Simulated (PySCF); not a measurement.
## Electric field gradients and quadrupole coupling constants

Species: C₅H₁₁N.
Structure used (GFN2-xTB), in Å, numbered top down from 1:
```
atom  x, y, z in Å
C1    -1.616    0.185   -1.143
C2    -0.542    0.434   -0.088
C3    -0.895   -0.277    1.216
C4     0.827   -0.038   -0.597
C5     1.930    0.322    0.353
N6     2.812   -0.418    0.845
H7    -2.587    0.514   -0.781
H8    -1.680   -0.876   -1.376
H9    -1.391    0.724   -2.061
H10   -0.484    1.511    0.105
H11   -0.980   -1.350    1.054
H12   -0.129   -0.103    1.969
H13   -1.846    0.085    1.602
H14    0.810   -1.120   -0.760
H15    1.040    0.448   -1.554
H16    1.966    1.369    0.648
H17    2.759   -1.396    0.558
```

Field gradients from the B3LYP/pcJ-1 density (PySCF, non-relativistic), principal values in atomic units, ordered |Vxx| ≤ |Vyy| ≤ |Vzz|:

```tsv
atom	Vxx	Vyy	Vzz
N6	0.3363	0.7194	-1.0557
```

Problem. Find the asymmetry η = (Vxx − Vyy)/Vzz and the couplings χ = eQV/h (234.96 MHz × Q in barn × V in au), with Q(14N) = 0.02044 b.

Solution. 
| atom | environment | nucleus | η | χzz (MHz) | χxx (MHz) | χyy (MHz) |
| --- | --- | --- | --- | --- | --- | --- |
| N6 | imine nitrogen | 14N | 0.36 | -5.07 | 1.62 | 3.45 |

The tensor is traceless: Vxx + Vyy + Vzz = 0.

Problem. What is Vzz at N6 in SI units (1 au = 9.71736 × 10²¹ V/m²)?

Solution. -1.0557 au = -10.258 × 10²¹ V/m².

Problem. And the gradient at the other heavy atoms, for which no coupling is worked out here?

Solution. 
| atom | environment | Vzz (au) | η |
| --- | --- | --- | --- |
| C1 | methyl carbon | 0.041 | 0.15 |
| C2 | sp3 CH carbon | 0.046 | 0.72 |
| C3 | methyl carbon | 0.045 | 0.37 |
| C4 | chain CH2 carbon | -0.038 | 0.78 |
| C5 | imine carbon | 0.416 | 0.24 |

Problem. What couplings would deuterons (Q(2H) = 0.00286 b) have in place of the hydrogens, at this geometry?

Solution. 
```json
{"atom": "H7", "bonded to": "C1", "bond length (Å)": "1.087", "Vzz (au)": "0.3045", "η": "0.03", "χzz (kHz)": "205"}
{"atom": "H8", "bonded to": "C1", "bond length (Å)": "1.088", "Vzz (au)": "0.3031", "η": "0.03", "χzz (kHz)": "204"}
{"atom": "H9", "bonded to": "C1", "bond length (Å)": "1.088", "Vzz (au)": "0.3040", "η": "0.03", "χzz (kHz)": "204"}
{"atom": "H10", "bonded to": "C2", "bond length (Å)": "1.096", "Vzz (au)": "0.2830", "η": "0.02", "χzz (kHz)": "190"}
{"atom": "H11", "bonded to": "C3", "bond length (Å)": "1.088", "Vzz (au)": "0.3028", "η": "0.03", "χzz (kHz)": "203"}
{"atom": "H12", "bonded to": "C3", "bond length (Å)": "1.088", "Vzz (au)": "0.2997", "η": "0.03", "χzz (kHz)": "201"}
{"atom": "H13", "bonded to": "C3", "bond length (Å)": "1.088", "Vzz (au)": "0.3046", "η": "0.03", "χzz (kHz)": "205"}
{"atom": "H14", "bonded to": "C4", "bond length (Å)": "1.094", "Vzz (au)": "0.2883", "η": "0.04", "χzz (kHz)": "194"}
{"atom": "H15", "bonded to": "C4", "bond length (Å)": "1.095", "Vzz (au)": "0.2890", "η": "0.02", "χzz (kHz)": "194"}
{"atom": "H16", "bonded to": "C5", "bond length (Å)": "1.088", "Vzz (au)": "0.2981", "η": "0.04", "χzz (kHz)": "200"}
{"atom": "H17", "bonded to": "N6", "bond length (Å)": "1.021", "Vzz (au)": "0.3707", "η": "0.03", "χzz (kHz)": "249"}
```

Geometry: GFN2-xTB, one conformer, isolated molecule. GFN2-xTB bond lengths can be off by several hundredths of an ångström, more for odd bonds, and the gradients follow them. A larger basis could move these couplings by a tenth or more.
